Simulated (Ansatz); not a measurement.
Hexagonal-diamond Si (model structure) was calculated with HSE06 (Ansatz, a first-principles code, PAW).

Numerical settings: plane-wave cutoff 500 eV, 6×6×4 k mesh (along the axes of the cell as run), gaussian smearing 0.02 eV, scalar-relativistic PAW data made under PBE.

Cell (relaxed at this level):

```cif
data_Si4
_chemical_formula_sum 'Si4'
_space_group_name_H-M_alt 'P 1'
_space_group_IT_number 1
_cell_length_a 3.83307
_cell_length_b 3.83307
_cell_length_c 6.32655
_cell_angle_alpha 90.000
_cell_angle_beta 90.000
_cell_angle_gamma 120.000
loop_
_space_group_symop_operation_xyz
  'x, y, z'
loop_
_atom_site_label
_atom_site_type_symbol
_atom_site_fract_x
_atom_site_fract_y
_atom_site_fract_z
_atom_site_occupancy
Si1 Si 0.33333 0.66667 0.06279 1
Si2 Si 0.66667 0.33333 0.56279 1
Si3 Si 0.66667 0.33333 0.93721 1
Si4 Si 0.33333 0.66667 0.43721 1
```

### Question
What does this level give for the band gap?

### Answer

- band gap: 0.96 eV (on the SCF k mesh)

Note: the relaxation could raise the start's symmetry but not lower it, so the cell can be a saddle point.

Static lattice: no zero-point or thermal effects.

Computing time: very roughly 3 core-minutes.

A model structure was made by putting elements into a prototype or built by hand; it is no filed structure, need not be a known phase, and can be a saddle point held by its symmetry.
